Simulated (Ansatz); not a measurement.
Geometry optimisation, Ansatz, RKS PBE0-D4/def2-SVP.

Input:

```yaml
crystal:
  periodic: [false, false, false]
  atoms:
    - { symbol: B, position_ang: [0.0, 0.0, 0.0] }
    - { symbol: H, position_ang: [0.0, 0.0, 1.54] }
    - { symbol: H, position_ang: [1.0305, 0.0, -0.595] }
    - { symbol: H, position_ang: [-1.0305, 0.0, -0.595] }
    - { symbol: Si, position_ang: [0.094, -2.1331, 0.7095] }
    - { symbol: H, position_ang: [-0.6959, -2.9783, -0.1812] }
    - { symbol: H, position_ang: [1.4817, -2.5871, 0.7061] }
    - { symbol: H, position_ang: [-0.4425, -2.2202, 2.0645] }
    - { symbol: H, position_ang: [0.0384, -0.8711, 1.6809] }
basis:
  gaussian: { orbitals: def2-SVP }
hamiltonian:
  xc: pbe0
  dispersion: d4
relax:
  f_tol: 0.15
  max_steps: 25
  restrain:
    - { distance: [0, 4], at: 1.95, k: 30.0 }
    - { distance: [8, 1], at: 0.66, k: 30.0 }
    - { distance: [0, 1], at: 2.39, k: 30.0 }
    - { distance: [8, 4], at: 2.66, k: 30.0 }
output:
  orbitals: {}
```

Launched with:

```bash
$ ansatz run input.yaml --threads 1 --pin off --max-ram 2048MiB --backend cpu --events-out ev --progress --plain --runs-dir out
```

Q: Where does it end, and by what steps?

A: The run converged. The restraints hold the end off the free minimum; the threshold counts their pulls, which the force column leaves out. Restrained pairs: B1–Si5 (2.25 → 1.97 Å), H2–H9 (0.88 → 0.72 Å), B1–H2 (1.54 → 2.38 Å), Si5–H9 (1.59 → 2.66 Å). After 8 steps the energy has fallen by 2.618 eV (the restraints' own energy left out); H9 moved furthest, 0.86 Å.

```json
{"step": "0", "energy less start (eV)": "0.0000", "largest force component (eV/Å)": "3.567", "accepted": "yes"}
{"step": "1", "energy less start (eV)": "-0.6499", "largest force component (eV/Å)": "4.442", "accepted": "yes"}
{"step": "2", "energy less start (eV)": "-1.1632", "largest force component (eV/Å)": "5.215", "accepted": "yes"}
{"step": "3", "energy less start (eV)": "-1.8314", "largest force component (eV/Å)": "3.405", "accepted": "yes"}
{"step": "4", "energy less start (eV)": "-2.2679", "largest force component (eV/Å)": "1.532", "accepted": "yes"}
{"step": "5", "energy less start (eV)": "-2.5471", "largest force component (eV/Å)": "1.215", "accepted": "yes"}
{"step": "6", "energy less start (eV)": "-2.5496", "largest force component (eV/Å)": "1.477", "accepted": "yes"}
{"step": "7", "energy less start (eV)": "-2.6037", "largest force component (eV/Å)": "1.669", "accepted": "yes"}
{"step": "8", "energy less start (eV)": "-2.6185", "largest force component (eV/Å)": "1.812", "accepted": "yes"}
```

```xyz
9
Properties=species:S:1:pos:R:3
B -0.081 -0.500 -0.125
H 0.294 0.662 1.920
H 0.844 0.114 -0.600
H -1.174 0.014 -0.198
Si 0.084 -2.357 0.521
H -0.393 -3.219 -0.610
H 1.459 -2.823 0.886
H -0.820 -2.625 1.686
H 0.263 -0.056 1.850
```

The run took 14 s on 1 thread of Arm Neoverse V2, with other jobs on the host, peak memory 0.12 GiB.
